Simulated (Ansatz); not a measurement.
# C₃H₅N: up Jacob's ladder to CCSD(T)

Aim: compute C₃H₅N with functionals from several rungs and with coupled cluster, and see how far each lands from CCSD(T) at the basis-set limit for the atomisation energy.

The runs use Ansatz 0.2.0, Gaussian basis; functionals in def2-TZVPP, the program's frozen cores in correlated methods.

The runs, in order: LDA (SPW92), PBE-D4, revPBE-D4, BLYP-D4, r2SCAN-D4, B97M-V, PBE0-D4, B3LYP-D4, r2SCANh-D4, r2SCAN0-D4, HSE06-D4, BHLYP-D4, CAM-B3LYP-D4, LC-ωPBE, ωB97X-V, ωB97M-V, B2PLYP, PBE-QIDH; CCSD(T)/def2-SVP; CCSD(T)/def2-TZVPP; MP2/def2-QZVPP; extrapolation to the limit; RPA on PBE.

### 1 Structure used throughout

The geometry comes from an earlier relaxation with PBE0-D4 in a triple-zeta def2 set; it is a stationary point, not always the lowest conformer.

SMILES `C1=NCC1`, 9 atoms, charge 0, spin multiplicity 1.

Atoms are counted from 1 here; the program's logs count them from 0.

Bond lengths: C1–N2 1.280 Å, C1–C4 1.496 Å, C1–H5 1.090 Å, N2–C3 1.485 Å, C3–C4 1.548 Å, C3–H6 1.092 Å, C3–H7 1.092 Å, C4–H8 1.092 Å, C4–H9 1.092 Å. Angles: N2–C1–C4 99.8°, N2–C1–H5 126.2°, C4–C1–H5 133.9°, C1–N2–C3 90.5°, N2–C3–C4 89.1°, N2–C3–H6 112.6°, N2–C3–H7 112.6°, C4–C3–H6 116.0°, C4–C3–H7 116.0°, H6–C3–H7 109.2°, C1–C4–C3 80.6°, C1–C4–H8 116.2°, C1–C4–H9 116.2°, C3–C4–H8 116.3°, C3–C4–H9 116.3°, H8–C4–H9 109.1°.

### 2 LDA

This LDA is Slater exchange with PW92 correlation.

Input file in.yaml:

```yaml
crystal:
  periodic: [false, false, false]
  atoms:
    - {symbol: C, position_ang: [-0.740215, 0.500129, -0.709207]}
    - {symbol: N, position_ang: [0.435168, 0.982389, -0.862558]}
    - {symbol: C, position_ang: [0.959308, 0.070522, 0.185099]}
    - {symbol: C, position_ang: [-0.465702, -0.506080, 0.363040]}
    - {symbol: H, position_ang: [-1.635600, 0.800122, -1.253347]}
    - {symbol: H, position_ang: [1.711805, -0.621493, -0.198923]}
    - {symbol: H, position_ang: [1.369265, 0.608132, 1.042715]}
    - {symbol: H, position_ang: [-0.601624, -1.554322, 0.087721]}
    - {symbol: H, position_ang: [-0.943907, -0.325599, 1.328358]}
basis:
  gaussian: {orbitals: def2-TZVPP}
hamiltonian: {xc: lda}
output: {orbitals: {seedname: orbitals}}
```

Command:

```
$ ansatz run in.yaml --threads 2 --pin off --events-out ev --progress --plain --max-ram 4352MiB
```

The runs that follow: PBE-D4 (GGA); revPBE-D4 (GGA); BLYP-D4 (GGA); r2SCAN-D4 (meta-GGA); B97M-V (meta-GGA); B3LYP-D4 (hybrid); r2SCANh-D4 (hybrid); r2SCAN0-D4 (hybrid); HSE06-D4 (hybrid); BHLYP-D4 (hybrid); CAM-B3LYP-D4 (range-separated); LC-ωPBE (range-separated); ωB97X-V (range-separated); ωB97M-V (range-separated); B2PLYP (double hybrid); PBE-QIDH (double hybrid); CCSD(T) in def2-SVP; CCSD(T) in def2-TZVPP; MP2 in def2-QZVPP; RPA on PBE orbitals.

Before running them: what should the planned runs give, taken together? Wanted: atomisation energy, CCSD(T)/CBS; farthest beyond LDA; mean size of error, GGA; mean size of error, meta-GGA; mean size of error, hybrid; mean size of error, range-separated; mean size of error, double hybrid; gap, smallest and largest; T1 diagnostic.

As calculated:

| quantity | value |
| --- | --- |
| atomisation energy, CCSD(T)/CBS | 3661.6 kJ/mol |
| functionals within 18.3 kJ/mol (0.5 %) | r2SCAN-D4, B97M-V, B3LYP-D4, r2SCANh-D4, PBE-QIDH |
| farthest beyond LDA | PBE-D4 (+138.3 kJ/mol) |
| mean size of error, GGA | 67.9 kJ/mol |
| mean size of error, meta-GGA | 10.5 kJ/mol |
| mean size of error, hybrid | 51.6 kJ/mol |
| mean size of error, range-separated | 25.3 kJ/mol |
| mean size of error, double hybrid | 11.5 kJ/mol |
| gap, smallest and largest | 4.58 eV (LDA (SPW92)), 12.65 eV (LC-ωPBE) |
| T1 diagnostic | 0.0110 |
| triples share of the correlation energy | 4.4 % |

What this shows: The LDA atomisation energy is off by 590.8 kJ/mol (16 %): it overbinds. PBE-D4 is off by +138.3 kJ/mol. Double hybrids carry the basis error of their MP2 part in triple zeta, and no dispersion term here, so their miss is partly the set-up's. The rungs meta-GGA, double hybrid miss on average by less than the doubt on the reference (18.3 kJ/mol), so they tie. Misses under about 18.3 kJ/mol are within the doubt on the reference itself, which lacks core-valence correlation, relativity and higher excitations. Hartree-Fock recovers 71 % of the binding; the rest is correlation. CCSD(T) in def2-SVP is off by -164.3 kJ/mol, more than most functionals: a good method in a small basis is no reference. Orbital gaps span 4.6 to 12.7 eV; exact exchange widens them. The restricted reference is unstable towards a spin-broken one.
